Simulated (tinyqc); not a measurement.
Worked calculation (part 1 of 2): UHF in the sto-6g basis, for H2O, spin multiplicity 1. Computed by tinyqc, a small Python program that keeps every step (integrals from PySCF). Settings: charge = 0, multiplicity = 1, basis = sto-6g, energy threshold = 1e-09, iteration cap = 54, orthogonalisation = symmetric, start = core, DIIS depth = 3, method = UHF, break = 0.7. Command: `OMP_NUM_THREADS=1 python tinyqc.py 25464 25465 out.jsonl` (the two numbers bound the seeds that draw the settings). One thread of a shared host (Intel(R) Xeon(R) Processor @ 2.60GHz), about 0.2 s of CPU time with the checks. Later iterations appear only in the table of the cycle.

## One-electron integrals

Geometry (angstrom):
```
atom       x        y       z
O     0.0000   0.0000  0.0000
H     0.0000   0.9280  0.8110
H     0.0000  -0.9090  0.7950
```

Basis sto-6g: exponents (1/bohr^2) and contraction coefficients of normalised primitives:
```
element  l (shell)   exponent  coefficient
O            s (1)  1355.5842       0.0092
O            s (1)   248.5449       0.0494
O            s (1)    69.5339       0.1685
O            s (1)    23.8868       0.3706
O            s (1)     9.2759       0.4165
O            s (1)     3.8203       0.1303
O            s (2)    52.1878      -0.0133
O            s (2)    10.3293      -0.0470
O            s (2)     3.2103      -0.0338
O            s (2)     1.2351       0.2502
O            s (2)     0.5364       0.5951
O            s (2)     0.2459       0.2407
O            p (3)    52.1878       0.0038
O            p (3)    10.3293       0.0377
O            p (3)     3.2103       0.1739
O            p (3)     1.2351       0.4180
O            p (3)     0.5364       0.4259
O            p (3)     0.2459       0.1017
H            s (1)    35.5232       0.0092
H            s (1)     6.5131       0.0494
H            s (1)     1.8221       0.1685
H            s (1)     0.6260       0.3706
H            s (1)     0.2431       0.4165
H            s (1)     0.1001       0.1303
```

Overlap, kinetic and nuclear-attraction integrals over the contracted functions; the nuclear repulsion is the sum of Za Zb / Rab.

nuclear repulsion = 7.228683 hartree

overlap S, order 1O 1s, 1O 2s, 1O 2px, 1O 2py, 1O 2pz, 2H 1s, 3H 1s:
$$\begin{pmatrix}
1.0000 & 0.2311 & 0.0000 & 0.0000 & 0.0000 & 0.0294 & 0.0311 \\
0.2311 & 1.0000 & 0.0000 & 0.0000 & 0.0000 & 0.3164 & 0.3291 \\
0.0000 & 0.0000 & 1.0000 & 0.0000 & 0.0000 & 0.0000 & 0.0000 \\
0.0000 & 0.0000 & 0.0000 & 1.0000 & 0.0000 & 0.2181 & -0.2251 \\
0.0000 & 0.0000 & 0.0000 & 0.0000 & 1.0000 & 0.1906 & 0.1969 \\
0.0294 & 0.3164 & 0.0000 & 0.2181 & 0.1906 & 1.0000 & 0.1551 \\
0.0311 & 0.3291 & 0.0000 & -0.2251 & 0.1969 & 0.1551 & 1.0000
\end{pmatrix}$$

kinetic energy T (hartree), order 1O 1s, 1O 2s, 1O 2px, 1O 2py, 1O 2pz, 2H 1s, 3H 1s:
$$\begin{pmatrix}
29.3272 & -0.8960 & 0.0000 & 0.0000 & 0.0000 & -0.0065 & -0.0065 \\
-0.8960 & 0.8426 & 0.0000 & 0.0000 & 0.0000 & 0.0325 & 0.0384 \\
0.0000 & 0.0000 & 2.5313 & 0.0000 & 0.0000 & 0.0000 & 0.0000 \\
0.0000 & 0.0000 & 0.0000 & 2.5313 & 0.0000 & 0.0893 & -0.0976 \\
0.0000 & 0.0000 & 0.0000 & 0.0000 & 2.5313 & 0.0780 & 0.0853 \\
-0.0065 & 0.0325 & 0.0000 & 0.0893 & 0.0780 & 0.7685 & -0.0090 \\
-0.0065 & 0.0384 & 0.0000 & -0.0976 & 0.0853 & -0.0090 & 0.7685
\end{pmatrix}$$

nuclear attraction V (hartree), order 1O 1s, 1O 2s, 1O 2px, 1O 2py, 1O 2pz, 2H 1s, 3H 1s:
$$\begin{pmatrix}
-62.1259 & -6.3518 & 0.0000 & 0.0003 & -0.0133 & -0.9208 & -0.9757 \\
-6.3518 & -9.8657 & 0.0000 & 0.0034 & -0.1563 & -2.3197 & -2.4297 \\
0.0000 & 0.0000 & -9.8193 & 0.0000 & 0.0000 & 0.0000 & 0.0000 \\
0.0003 & 0.0034 & 0.0000 & -9.8975 & 0.0019 & -1.4028 & 1.4612 \\
-0.0133 & -0.1563 & 0.0000 & 0.0019 & -9.8791 & -1.2640 & -1.3165 \\
-0.9208 & -2.3197 & 0.0000 & -1.4028 & -1.2640 & -4.9209 & -0.8355 \\
-0.9757 & -2.4297 & 0.0000 & 1.4612 & -1.3165 & -0.8355 & -4.9862
\end{pmatrix}$$

core Hamiltonian H = T + V (hartree), order 1O 1s, 1O 2s, 1O 2px, 1O 2py, 1O 2pz, 2H 1s, 3H 1s:
$$\begin{pmatrix}
-32.7987 & -7.2478 & 0.0000 & 0.0003 & -0.0133 & -0.9274 & -0.9823 \\
-7.2478 & -9.0231 & 0.0000 & 0.0034 & -0.1563 & -2.2871 & -2.3913 \\
0.0000 & 0.0000 & -7.2880 & 0.0000 & 0.0000 & 0.0000 & 0.0000 \\
0.0003 & 0.0034 & 0.0000 & -7.3662 & 0.0019 & -1.3135 & 1.3636 \\
-0.0133 & -0.1563 & 0.0000 & 0.0019 & -7.3478 & -1.1859 & -1.2312 \\
-0.9274 & -2.2871 & 0.0000 & -1.3135 & -1.1859 & -4.1524 & -0.8445 \\
-0.9823 & -2.3913 & 0.0000 & 1.3636 & -1.2312 & -0.8445 & -4.2177
\end{pmatrix}$$

## Two-electron integrals

Functions are numbered as in S; the eight-fold symmetry (ij|kl) = (ji|kl) = (kl|ij) leaves the list below.

Two-electron integrals (ij|kl) in chemists' order, unique and non-zero (hartree):
```
(11|11) 4.7875      (21|11) 0.6759      (21|21) 0.1215      (22|11) 1.1174
(22|21) 0.2492      (22|22) 0.8174      (31|31) 0.0258      (32|31) 0.0391
(32|32) 0.1807      (33|11) 1.1174      (33|21) 0.2492      (33|22) 0.8174
(33|33) 0.8807      (41|41) 0.0258      (42|41) 0.0391      (42|42) 0.1807
(43|43) 0.0475      (44|11) 1.1174      (44|21) 0.2492      (44|22) 0.8174
(44|33) 0.7857      (44|44) 0.8807      (51|51) 0.0258      (52|51) 0.0391
(52|52) 0.1807      (53|53) 0.0475      (54|54) 0.0475      (55|11) 1.1174
(55|21) 0.2492      (55|22) 0.8174      (55|33) 0.7857      (55|44) 0.7857
(55|55) 0.8807      (61|11) 0.0913      (61|21) 0.0157      (61|22) 0.0316
(61|33) 0.0316      (61|41) 0.0006      (61|42) 0.0011      (61|44) 0.0317
(61|51) 0.0005      (61|52) 0.0010      (61|54) 9.88e-05    (61|55) 0.0317
(61|61) 0.0021      (62|11) 0.2459      (62|21) 0.0557      (62|22) 0.2054
(62|33) 0.2019      (62|41) 0.0034      (62|42) 0.0260      (62|44) 0.2079
(62|51) 0.0030      (62|52) 0.0227      (62|54) 0.0053      (62|55) 0.2065
(62|61) 0.0073      (62|62) 0.0674      (63|31) 0.0059      (63|32) 0.0341
(63|43) 0.0052      (63|53) 0.0046      (63|63) 0.0090      (64|11) 0.1424
(64|21) 0.0327      (64|22) 0.1285      (64|33) 0.1229      (64|41) 0.0075
(64|42) 0.0490      (64|44) 0.1369      (64|51) 0.0015      (64|52) 0.0130
(64|54) 0.0077      (64|55) 0.1256      (64|61) 0.0044      (64|62) 0.0512
(64|64) 0.0473      (65|11) 0.1244      (65|21) 0.0286      (65|22) 0.1123
(65|33) 0.1074      (65|41) 0.0015      (65|42) 0.0130      (65|44) 0.1105
(65|51) 0.0071      (65|52) 0.0455      (65|54) 0.0079      (65|55) 0.1189
(65|61) 0.0039      (65|62) 0.0447      (65|64) 0.0335      (65|65) 0.0383
(66|11) 0.4240      (66|21) 0.0979      (66|22) 0.4146      (66|33) 0.3994
(66|41) 0.0068      (66|42) 0.0741      (66|44) 0.4252      (66|51) 0.0060
(66|52) 0.0648      (66|54) 0.0225      (66|55) 0.4192      (66|61) 0.0129
(66|62) 0.1820      (66|64) 0.1572      (66|65) 0.1374      (66|66) 0.7750
(71|11) 0.0967      (71|21) 0.0167      (71|22) 0.0335      (71|33) 0.0334
(71|41) -0.0006     (71|42) -0.0012     (71|44) 0.0336      (71|51) 0.0005
(71|52) 0.0011      (71|54) -1.05e-04   (71|55) 0.0335      (71|61) 0.0022
(71|62) 0.0075      (71|64) 0.0042      (71|65) 0.0040      (71|66) 0.0131
(71|71) 0.0023      (72|11) 0.2576      (72|21) 0.0584      (72|22) 0.2148
(72|33) 0.2111      (72|41) -0.0035     (72|42) -0.0271     (72|44) 0.2174
(72|51) 0.0031      (72|52) 0.0237      (72|54) -0.0055     (72|55) 0.2159
(72|61) 0.0074      (72|62) 0.0559      (72|64) 0.0297      (72|65) 0.0361
(72|66) 0.1211      (72|71) 0.0081      (72|72) 0.0733      (73|31) 0.0062
(73|32) 0.0358      (73|43) -0.0055     (73|53) 0.0048      (73|63) 0.0072
(73|73) 0.0098      (74|11) -0.1482     (74|21) -0.0340     (74|22) -0.1334
(74|33) -0.1276     (74|41) 0.0079      (74|42) 0.0513      (74|44) -0.1423
(74|51) -0.0015     (74|52) -0.0136     (74|54) 0.0080      (74|55) -0.1304
(74|61) -0.0041     (74|62) -0.0294     (74|64) -0.0090     (74|65) -0.0187
(74|66) -0.0590     (74|71) -0.0049     (74|72) -0.0553     (74|74) 0.0510
(75|11) 0.1296      (75|21) 0.0298      (75|22) 0.1167      (75|33) 0.1116
(75|41) -0.0015     (75|42) -0.0136     (75|44) 0.1148      (75|51) 0.0075
(75|52) 0.0476      (75|54) -0.0083     (75|55) 0.1237      (75|61) 0.0039
(75|62) 0.0360      (75|64) 0.0187      (75|65) 0.0300      (75|66) 0.0846
(75|71) 0.0043      (75|72) 0.0484      (75|74) -0.0360     (75|75) 0.0413
(76|11) 0.0820      (76|21) 0.0188      (76|22) 0.0760      (76|33) 0.0742
(76|41) 7.15e-06    (76|42) 8.34e-05    (76|44) 0.0754      (76|51) 0.0015
(76|52) 0.0140      (76|54) 2.15e-05    (76|55) 0.0785      (76|61) 0.0024
(76|62) 0.0256      (76|64) 0.0170      (76|65) 0.0191      (76|66) 0.0754
(76|71) 0.0026      (76|72) 0.0265      (76|74) -0.0174     (76|75) 0.0197
(76|76) 0.0126      (77|11) 0.4321      (77|21) 0.0997      (77|22) 0.4217
(77|33) 0.4061      (77|41) -0.0071     (77|42) -0.0761     (77|44) 0.4327
(77|51) 0.0062      (77|52) 0.0665      (77|54) -0.0233     (77|55) 0.4264
(77|61) 0.0126      (77|62) 0.1178      (77|64) 0.0578      (77|65) 0.0827
(77|66) 0.2863      (77|71) 0.0139      (77|72) 0.1913      (77|74) -0.1643
(77|75) 0.1437      (77|76) 0.0754      (77|77) 0.7750
```

## Orthogonalisation

S = U s U^T; symmetric (Loewdin) form X = U s^(-1/2) U^T, so that X^T S X = 1.

eigenvalues of S: [0.5053, 0.6002, 0.8846, 1.0000, 1.1069, 1.2452, 1.6578]

X, order 1O 1s, 1O 2s, 1O 2px, 1O 2py, 1O 2pz, 2H 1s, 3H 1s:
$$\begin{pmatrix}
1.0220 & -0.1289 & 0.0000 & 0.0002 & -0.0054 & 0.0147 & 0.0153 \\
-0.1289 & 1.1099 & 0.0000 & -0.0027 & 0.0523 & -0.1711 & -0.1809 \\
0.0000 & 0.0000 & 1.0000 & 0.0000 & 0.0000 & 0.0000 & 0.0000 \\
0.0002 & -0.0027 & 0.0000 & 1.0463 & -0.0014 & -0.1332 & 0.1382 \\
-0.0054 & 0.0523 & 0.0000 & -0.0014 & 1.0307 & -0.1012 & -0.1062 \\
0.0147 & -0.1711 & 0.0000 & -0.1332 & -0.1012 & 1.0841 & -0.0537 \\
0.0153 & -0.1809 & 0.0000 & 0.1382 & -0.1062 & -0.0537 & 1.0912
\end{pmatrix}$$

## Starting guess

The start is the orbitals of the core Hamiltonian, with HOMO and LUMO mixed by +/-0.7 rad for the two spins; D(s) = C_occ C_occ^T for each spin.

D(alpha) at the start, order 1O 1s, 1O 2s, 1O 2px, 1O 2py, 1O 2pz, 2H 1s, 3H 1s:
$$\begin{pmatrix}
1.0608 & -0.2727 & 0.0163 & 0.0017 & -0.0170 & 0.0338 & 0.0422 \\
-0.2727 & 1.2358 & -0.1675 & -0.0147 & 0.1092 & -0.1818 & -0.2593 \\
0.0163 & -0.1675 & 0.5850 & 0.0365 & -0.0862 & 0.2263 & 0.4753 \\
0.0017 & -0.0147 & 0.0365 & 1.0827 & -0.0078 & -0.0970 & 0.1453 \\
-0.0170 & 0.1092 & -0.0862 & -0.0078 & 1.0660 & -0.1185 & -0.1591 \\
0.0338 & -0.1818 & 0.2263 & -0.0970 & -0.1185 & 0.1162 & 0.1900 \\
0.0422 & -0.2593 & 0.4753 & 0.1453 & -0.1591 & 0.1900 & 0.4173
\end{pmatrix}$$

D(beta) at the start, order 1O 1s, 1O 2s, 1O 2px, 1O 2py, 1O 2pz, 2H 1s, 3H 1s:
$$\begin{pmatrix}
1.0608 & -0.2727 & -0.0163 & 0.0017 & -0.0170 & 0.0338 & 0.0422 \\
-0.2727 & 1.2358 & 0.1675 & -0.0147 & 0.1092 & -0.1818 & -0.2593 \\
-0.0163 & 0.1675 & 0.5850 & -0.0365 & 0.0862 & -0.2263 & -0.4753 \\
0.0017 & -0.0147 & -0.0365 & 1.0827 & -0.0078 & -0.0970 & 0.1453 \\
-0.0170 & 0.1092 & 0.0862 & -0.0078 & 1.0660 & -0.1185 & -0.1591 \\
0.0338 & -0.1818 & -0.2263 & -0.0970 & -0.1185 & 0.1162 & 0.1900 \\
0.0422 & -0.2593 & -0.4753 & 0.1453 & -0.1591 & 0.1900 & 0.4173
\end{pmatrix}$$

## Iteration 1: building the Fock matrix

J_ij = sum D_kl (ij|kl) with D = D(alpha) + D(beta), K_ij = sum D_kl (ik|jl) for each spin; F = H + J - K(s); E = tr D H + tr D J / 2 - 0.5 sum_s tr D(s) K(s) + E_nn.

Coulomb J (hartree), order 1O 1s, 1O 2s, 1O 2px, 1O 2py, 1O 2pz, 2H 1s, 3H 1s:
$$\begin{pmatrix}
18.1121 & 3.2391 & 0.0000 & -0.0033 & 0.0082 & 0.4227 & 0.4481 \\
3.2391 & 8.4770 & 0.0000 & -0.0341 & 0.0519 & 2.0774 & 2.2058 \\
0.0000 & 0.0000 & 8.4145 & 0.0000 & 0.0000 & 0.0000 & 0.0000 \\
-0.0033 & -0.0341 & 0.0000 & 8.5098 & -0.0106 & 1.2741 & -1.3734 \\
0.0082 & 0.0519 & 0.0000 & -0.0106 & 8.5066 & 1.1327 & 1.2059 \\
0.4227 & 2.0774 & 0.0000 & 1.2741 & 1.1327 & 4.1304 & 0.7714 \\
0.4481 & 2.2058 & 0.0000 & -1.3734 & 1.2059 & 0.7714 & 4.4474
\end{pmatrix}$$

exchange K(alpha) (hartree), order 1O 1s, 1O 2s, 1O 2px, 1O 2py, 1O 2pz, 2H 1s, 3H 1s:
$$\begin{pmatrix}
4.9318 & 0.7796 & -0.0024 & 0.0000 & 0.0006 & 0.1096 & 0.1156 \\
0.7796 & 1.3534 & 0.0082 & -0.0031 & 0.0083 & 0.2941 & 0.3255 \\
-0.0024 & 0.0082 & 0.8190 & -0.0038 & 0.0089 & 0.0872 & 0.1605 \\
0.0000 & -0.0031 & -0.0038 & 1.1690 & -0.0027 & 0.1368 & -0.1654 \\
0.0006 & 0.0083 & 0.0089 & -0.0027 & 1.1687 & 0.1282 & 0.1507 \\
0.1096 & 0.2941 & 0.0872 & 0.1368 & 0.1282 & 0.1678 & 0.1171 \\
0.1156 & 0.3255 & 0.1605 & -0.1654 & 0.1507 & 0.1171 & 0.3575
\end{pmatrix}$$

exchange K(beta) (hartree), order 1O 1s, 1O 2s, 1O 2px, 1O 2py, 1O 2pz, 2H 1s, 3H 1s:
$$\begin{pmatrix}
4.9318 & 0.7796 & 0.0024 & 0.0000 & 0.0006 & 0.1096 & 0.1156 \\
0.7796 & 1.3534 & -0.0082 & -0.0031 & 0.0083 & 0.2941 & 0.3255 \\
0.0024 & -0.0082 & 0.8190 & 0.0038 & -0.0089 & -0.0872 & -0.1605 \\
0.0000 & -0.0031 & 0.0038 & 1.1690 & -0.0027 & 0.1368 & -0.1654 \\
0.0006 & 0.0083 & -0.0089 & -0.0027 & 1.1687 & 0.1282 & 0.1507 \\
0.1096 & 0.2941 & -0.0872 & 0.1368 & 0.1282 & 0.1678 & 0.1171 \\
0.1156 & 0.3255 & -0.1605 & -0.1654 & 0.1507 & 0.1171 & 0.3575
\end{pmatrix}$$

F(alpha) (hartree), order 1O 1s, 1O 2s, 1O 2px, 1O 2py, 1O 2pz, 2H 1s, 3H 1s:
$$\begin{pmatrix}
-19.6184 & -4.7883 & 0.0024 & -0.0030 & -0.0057 & -0.6143 & -0.6498 \\
-4.7883 & -1.8995 & -0.0082 & -0.0277 & -0.1128 & -0.5038 & -0.5110 \\
0.0024 & -0.0082 & 0.3075 & 0.0038 & -0.0089 & -0.0872 & -0.1605 \\
-0.0030 & -0.0277 & 0.0038 & -0.0254 & -0.0060 & -0.1762 & 0.1557 \\
-0.0057 & -0.1128 & -0.0089 & -0.0060 & -0.0099 & -0.1814 & -0.1760 \\
-0.6143 & -0.5038 & -0.0872 & -0.1762 & -0.1814 & -0.1898 & -0.1903 \\
-0.6498 & -0.5110 & -0.1605 & 0.1557 & -0.1760 & -0.1903 & -0.1278
\end{pmatrix}$$

F(beta) (hartree), order 1O 1s, 1O 2s, 1O 2px, 1O 2py, 1O 2pz, 2H 1s, 3H 1s:
$$\begin{pmatrix}
-19.6184 & -4.7883 & -0.0024 & -0.0030 & -0.0057 & -0.6143 & -0.6498 \\
-4.7883 & -1.8995 & 0.0082 & -0.0277 & -0.1128 & -0.5038 & -0.5110 \\
-0.0024 & 0.0082 & 0.3075 & -0.0038 & 0.0089 & 0.0872 & 0.1605 \\
-0.0030 & -0.0277 & -0.0038 & -0.0254 & -0.0060 & -0.1762 & 0.1557 \\
-0.0057 & -0.1128 & 0.0089 & -0.0060 & -0.0099 & -0.1814 & -0.1760 \\
-0.6143 & -0.5038 & 0.0872 & -0.1762 & -0.1814 & -0.1898 & -0.1903 \\
-0.6498 & -0.5110 & 0.1605 & 0.1557 & -0.1760 & -0.1903 & -0.1278
\end{pmatrix}$$

total energy of this density = -74.413210 hartree

## Iteration 1: diagonalisation and new density

Diagonalise F' = X^T F X, C = X C', fill 5 alpha and 5 beta electrons from the bottom; D(s) = C_occ C_occ^T. Each column has its largest component positive (the first on a tie).

F' = X^T F X (alpha) (hartree):
$$\begin{pmatrix}
-19.2955 & -2.4634 & -0.0002 & 0.0008 & -0.0137 & -0.0715 & -0.0799 \\
-2.4634 & -0.9848 & 0.0340 & -0.0311 & -0.0298 & -0.2362 & -0.2526 \\
-0.0002 & 0.0340 & 0.3075 & -0.0065 & 0.0163 & -0.0841 & -0.1674 \\
0.0008 & -0.0311 & -0.0065 & 0.0677 & -0.0074 & -0.2057 & 0.2059 \\
-0.0137 & -0.0298 & 0.0163 & -0.0074 & 0.0529 & -0.1625 & -0.1666 \\
-0.0715 & -0.2362 & -0.0841 & -0.2057 & -0.1625 & 0.0070 & -0.0969 \\
-0.0799 & -0.2526 & -0.1674 & 0.2059 & -0.1666 & -0.0969 & 0.0856
\end{pmatrix}$$

orbital energies (alpha) (hartree): MO1 -19.6223, MO2 -0.8223, MO3 -0.1899, MO4 -0.1453, MO5 0.1685, MO6 0.3607, MO7 0.4910

coefficients C (alpha), order 1O 1s, 1O 2s, 1O 2px, 1O 2py, 1O 2pz, 2H 1s, 3H 1s:
$$\begin{pmatrix}
0.9964 & -0.2280 & 0.0183 & -0.1096 & -0.0384 & 0.0265 & 0.0477 \\
0.0160 & 0.8940 & -0.0820 & 0.5679 & 0.2555 & -0.1715 & -0.3000 \\
-0.0001 & 0.0385 & -0.0512 & -0.2486 & -0.6110 & -0.3923 & -0.6378 \\
0.0001 & 0.0352 & 0.6482 & 0.0648 & -0.0672 & -0.7182 & 0.4310 \\
0.0014 & 0.1302 & 0.0427 & -0.5431 & 0.7610 & -0.2754 & -0.3435 \\
-0.0026 & 0.1549 & 0.4713 & -0.4328 & -0.3593 & 0.8201 & -0.0200 \\
-0.0027 & 0.1315 & -0.3971 & -0.4655 & -0.3912 & -0.3083 & 0.7856
\end{pmatrix}$$

F' = X^T F X (beta) (hartree):
$$\begin{pmatrix}
-19.2955 & -2.4634 & 0.0002 & 0.0008 & -0.0137 & -0.0715 & -0.0799 \\
-2.4634 & -0.9848 & -0.0340 & -0.0311 & -0.0298 & -0.2362 & -0.2526 \\
0.0002 & -0.0340 & 0.3075 & 0.0065 & -0.0163 & 0.0841 & 0.1674 \\
0.0008 & -0.0311 & 0.0065 & 0.0677 & -0.0074 & -0.2057 & 0.2059 \\
-0.0137 & -0.0298 & -0.0163 & -0.0074 & 0.0529 & -0.1625 & -0.1666 \\
-0.0715 & -0.2362 & 0.0841 & -0.2057 & -0.1625 & 0.0070 & -0.0969 \\
-0.0799 & -0.2526 & 0.1674 & 0.2059 & -0.1666 & -0.0969 & 0.0856
\end{pmatrix}$$

orbital energies (beta) (hartree): MO1 -19.6223, MO2 -0.8223, MO3 -0.1899, MO4 -0.1453, MO5 0.1685, MO6 0.3607, MO7 0.4910

coefficients C (beta), order 1O 1s, 1O 2s, 1O 2px, 1O 2py, 1O 2pz, 2H 1s, 3H 1s:
$$\begin{pmatrix}
0.9964 & -0.2280 & 0.0183 & -0.1096 & -0.0384 & 0.0265 & 0.0477 \\
0.0160 & 0.8940 & -0.0820 & 0.5679 & 0.2555 & -0.1715 & -0.3000 \\
0.0001 & -0.0385 & 0.0512 & 0.2486 & 0.6110 & 0.3923 & 0.6378 \\
0.0001 & 0.0352 & 0.6482 & 0.0648 & -0.0672 & -0.7182 & 0.4310 \\
0.0014 & 0.1302 & 0.0427 & -0.5431 & 0.7610 & -0.2754 & -0.3435 \\
-0.0026 & 0.1549 & 0.4713 & -0.4328 & -0.3593 & 0.8201 & -0.0200 \\
-0.0027 & 0.1315 & -0.3971 & -0.4655 & -0.3912 & -0.3083 & 0.7856
\end{pmatrix}$$

D(alpha) after iteration 1, order 1O 1s, 1O 2s, 1O 2px, 1O 2py, 1O 2pz, 2H 1s, 3H 1s:
$$\begin{pmatrix}
1.0585 & -0.2614 & 0.0408 & -0.0006 & 0.0027 & 0.0319 & 0.0261 \\
-0.2614 & 1.1939 & -0.2586 & -0.0020 & -0.0011 & -0.2378 & -0.2142 \\
0.0408 & -0.2586 & 0.4393 & -0.0069 & -0.3271 & 0.3090 & 0.3801 \\
-0.0006 & -0.0020 & -0.0069 & 0.4301 & -0.0541 & 0.3071 & -0.2567 \\
0.0027 & -0.0011 & -0.3271 & -0.0541 & 0.8928 & 0.0019 & -0.0447 \\
0.0319 & -0.2378 & 0.3090 & 0.3071 & 0.0019 & 0.5626 & 0.1752 \\
0.0261 & -0.2142 & 0.3801 & -0.2567 & -0.0447 & 0.1752 & 0.5447
\end{pmatrix}$$

D(beta) after iteration 1, order 1O 1s, 1O 2s, 1O 2px, 1O 2py, 1O 2pz, 2H 1s, 3H 1s:
$$\begin{pmatrix}
1.0585 & -0.2614 & -0.0408 & -0.0006 & 0.0027 & 0.0319 & 0.0261 \\
-0.2614 & 1.1939 & 0.2586 & -0.0020 & -0.0011 & -0.2378 & -0.2142 \\
-0.0408 & 0.2586 & 0.4393 & 0.0069 & 0.3271 & -0.3090 & -0.3801 \\
-0.0006 & -0.0020 & 0.0069 & 0.4301 & -0.0541 & 0.3071 & -0.2567 \\
0.0027 & -0.0011 & 0.3271 & -0.0541 & 0.8928 & 0.0019 & -0.0447 \\
0.0319 & -0.2378 & -0.3090 & 0.3071 & 0.0019 & 0.5626 & 0.1752 \\
0.0261 & -0.2142 & -0.3801 & -0.2567 & -0.0447 & 0.1752 & 0.5447
\end{pmatrix}$$
